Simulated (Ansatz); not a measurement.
**HAl–CH⁺, quintet: reading a ladder of total energies**

Geometry: that of the HAl–CH, quartet, kept fixed. The triplet lies 3.3 eV lower here.

```xyz
4

Al    0.0000   -0.0744    0.6134
C     0.0000    0.0101   -1.3080
H     0.0000    1.3217    1.4205
H     0.0000    0.5490   -2.2537
```

Basis 6-31G; Ansatz 0.2.0. Only valence electrons are correlated (noble-gas cores frozen), which leaves 8 electrons in 20 orbitals. Prefix R: restricted or restricted open-shell reference; prefix U: unrestricted.

Full CI is exact within this basis and frozen core; it isn't the basis-set limit. The frozen core follows each run's orbitals, which can shift R against U totals by a few meV.

Runs differ by some tens of microhartree through their thresholds and, for an open shell, their frozen cores, so steps under 0.1 kcal/mol mean nothing.

```
    level  total energy (hartree)
      UHF             -280.400611
     UMP2             -280.463394
    UCCSD             -280.487270
 UCCSD(T)             -280.489213
   UCCSDT             -280.489951
UCCSDT(Q)             -280.490121
  UCCSDTQ             -280.490123
  full CI             -280.490077
```

What is the correlation energy at full CI, and what share of it do UMP2 and UCCSD recover?

E(corr) = -280.490077 − (-280.400611) = -0.089466 hartree = -2.434 eV. UMP2: -0.062783 / -0.089466 = 70.18 %. UCCSD: -0.086659 / -0.089466 = 96.86 %.

By how many kcal/mol does UCCSD(T) miss full CI (1 hartree = 627.509 kcal/mol), and which steps make up the rest?

-280.489213 − (-280.490077) = 0.000864 hartree = 0.54 kcal/mol. Steps: UCCSDT − UCCSD(T) = -0.46, UCCSDT(Q) − UCCSDT = -0.11, UCCSDTQ − UCCSDT(Q) = 0.00, full CI − UCCSDTQ = 0.03 kcal/mol. That is within 1 kcal/mol of the reference in this basis, which itself misses far more of the correlation at the basis-set limit.
